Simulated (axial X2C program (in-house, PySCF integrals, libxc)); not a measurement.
Outer orbitals of PS⁺ at 1.831 Å, PBE0

All values were computed with an axial X2C code built on PySCF integrals. Spin-free means the one-electron spin-free X2C Hamiltonian; two-component (2c) means X2C with spin–orbit coupling and atomic mean-field two-electron Coulomb and Gaunt terms, so the difference of the two also holds small scalar two-electron terms. Basis: S dyall-av3z [9s8p3d2f], P dyall-v3z [8s7p2d1f] (cores contracted in-house); Gaussian nuclei, density fitting, unrestricted open shells. Masses: S 31.972 u, P 30.974 u.

The distance is close to the 2c PBE0 minimum; the highest filled and lowest empty levels are listed.

Spin-free orbitals, state M_S = 0, Λ = 0 (closed shell) (Löwdin shares):

```tsv
symmetry	occupied	ε (eV)	atomic character
σα	yes	-29.67	53% S s, 22% P s, 12% P p
σα	yes	-22.28	37% P s, 26% S p, 23% S s
σα	yes	-17.11	40% P p, 38% S p, 11% P s
π-α	yes	-16.77	61% S p, 30% P p, 4% P d
π+α	yes	-16.77	61% S p, 30% P p, 4% P d
π+α	no	-10.45	49% P p, 29% S p, 12% S d
π-α	no	-10.45	49% P p, 29% S p, 12% S d
σα	no	-5.32	32% P d, 29% P p, 13% S s
σα	no	-4.37	48% S s, 24% S d, 15% S p
```

One partner of each degenerate Kramers or spin pair is listed.

Spinors with spin–orbit coupling (state Ω = 0):

```json
{"ω": "1/2", "occupied": "yes", "ε (eV)": "-29.67", "atomic character": "53% S s, 22% P s, 12% P p", "λ mixture": "100% σ"}
{"ω": "1/2", "occupied": "yes", "ε (eV)": "-22.28", "atomic character": "37% P s, 26% S p, 23% S s", "λ mixture": "100% σ"}
{"ω": "1/2", "occupied": "yes", "ε (eV)": "-17.11", "atomic character": "40% P p, 38% S p, 11% P s", "λ mixture": "100% σ"}
{"ω": "1/2", "occupied": "yes", "ε (eV)": "-16.79", "atomic character": "61% S p, 30% P p, 4% P d", "λ mixture": "100% π"}
{"ω": "3/2", "occupied": "yes", "ε (eV)": "-16.74", "atomic character": "61% S p, 30% P p, 4% P d", "λ mixture": "100% π"}
{"ω": "1/2", "occupied": "no", "ε (eV)": "-10.47", "atomic character": "49% P p, 28% S p, 12% S d", "λ mixture": "100% π"}
{"ω": "3/2", "occupied": "no", "ε (eV)": "-10.42", "atomic character": "48% P p, 29% S p, 12% S d", "λ mixture": "100% π"}
{"ω": "1/2", "occupied": "no", "ε (eV)": "-5.31", "atomic character": "32% P d, 29% P p, 13% S s", "λ mixture": "100% σ"}
{"ω": "1/2", "occupied": "no", "ε (eV)": "-4.36", "atomic character": "48% S s, 24% S d, 15% S p", "λ mixture": "100% σ"}
```

One partner of each degenerate Kramers or spin pair is listed.

Task: How does the gap between the highest filled and lowest empty level change from the spin-free to the 2c table?

Result: From 6.32 to 6.27 eV at PBE0, a change of -0.05 eV.

Mulliken charges and populations of the two-component result (they depend on the basis, above all on diffuse functions):

S 0.44 e (s 5.84 p 9.61 d 0.11 f 0.01), P 0.56 e (s 5.92 p 8.34 d 0.16 f 0.02).

One determinant describes the state; a PBE0 search over occupations chose it and may have missed a lower one.
